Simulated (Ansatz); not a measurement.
# H₃O (doublet): the correlation ladder at distance O1–H3 along a hydrogen transfer = 1.027 Å, 6-31G

How much of the correlation energy of H₃O (doublet) does each wave-function method recover here?

Computed with Ansatz 0.2.0, Gaussian basis. Level: 6-31G, core rule «outside noble gas», up to 1 orbitals frozen.

Plan: UHF; CCSD(T) on ROHF; CCSD(T) on UHF; BCCD(T) on ROHF; CISD; CCSDT(Q) on ROHF; CCSDT(Q) on UHF; CISDTQ; CCSDTQ on ROHF; CCSDTQ on UHF; CASSCF and MRCISD+Q, 3 electrons in 3 orbitals; CASSCF and NEVPT2, 3 electrons in 3 orbitals; CASSCF and MRCISD+Q, 9 electrons in 7 orbitals; CASSCF and NEVPT2, 9 electrons in 7 orbitals; Full CI.

13 further runs of the same task are left out: 1 that didn't finish, 12 set aside as unsound or not needed.

## (1) What is computed

The geometry derives from fragments relaxed apart (PBE0/def2-TZVP) and kept rigid, so it is no stationary point. A hydrogen atom is moved between rigid fragments.

4 atoms, charge 0, spin multiplicity 2.

Atoms are counted from 1 here; the program's logs count them from 0.

Bond lengths: O1–H2 0.960 Å, O1–H3 1.027 Å. Angles: H2–O1–H3 105.1°.

## (2) UHF

File in.yaml:

```yaml
crystal:
  periodic: [false, false, false]
  atoms:
    - {symbol: O, position_ang: [-0.156553, -0.049094, 0.000000]}
    - {symbol: H, position_ang: [-0.405863, 0.877481, 0.000000]}
    - {symbol: H, position_ang: [0.870447, -0.049094, 0.000000]}
    - {symbol: H, position_ang: [2.020447, -0.049094, 0.000000]}
basis:
  gaussian: {orbitals: 6-31G}
magnetization: {spin_polarized: true, initial_magnetization: 1}
hamiltonian: {xc: hf}
output: {orbitals: {seedname: orbitals}}
```

Run with:

```console
$ ansatz run in.yaml --threads 1 --pin off --events-out ev --progress --plain --max-ram 2393MiB
```

After this run come: CCSD(T) on ROHF; CCSD(T) on UHF; BCCD(T) on ROHF; CISD; CCSDT(Q) on ROHF; CCSDT(Q) on UHF; CISDTQ; CCSDTQ on ROHF; CCSDTQ on UHF; CASSCF and MRCISD+Q, 3 electrons in 3 orbitals; CASSCF and NEVPT2, 3 electrons in 3 orbitals; CASSCF and MRCISD+Q, 9 electrons in 7 orbitals; CASSCF and NEVPT2, 9 electrons in 7 orbitals; Full CI.

Q: Predict the results of all the runs planned. Wanted: FCI below the RHF energy; RMP2 from FCI; UMP2 from FCI; RCCSD from FCI; RCCSD(T) from FCI; UCCSD(T) from FCI; RCCSDT(Q) from FCI; UCCSDT(Q) from FCI; NEVPT2 pair from FCI.

The runs gave:

| quantity | value |
| --- | --- |
| FCI below the RHF energy | -3.9411 eV |
| RMP2 from FCI | +268.0 meV |
| UMP2 from FCI | +271.4 meV |
| RCCSD from FCI | +52.8 meV |
| RCCSD(T) from FCI | +17.6 meV |
| UCCSD(T) from FCI | +16.8 meV |
| RCCSDT(Q) from FCI | -0.5 meV |
| UCCSDT(Q) from FCI | -0.5 meV |
| NEVPT2 pair from FCI | +167.1 meV |
| MRCISD+Q pair from FCI | +50.8 meV |
| NEVPT2 valence from FCI | +312.5 meV |
| levels within 1 kcal/mol (43 meV) | RCCSD(T), UCCSD(T), BCCD(T), RCCSDT, UCCSDT, CISDTQ, RCCSDT(Q), UCCSDT(Q), RCCSDTQ, UCCSDTQ, MRCISD+Q valence |
| T1 diagnostic | 0.021 |
| effectively unpaired electrons | 1.02 |

In words: RCCSD(T) misses by +17.6 meV, 0.4 % of the correlation energy. One determinant dominates. Of the multireference levels listed MRCISD+Q valence comes nearest in total energy (+27.8 meV), which doesn't show that its space is the better one. These misses are within one basis, not against nature; the frozen cores of restricted and unrestricted runs differ, which can shift their rows.
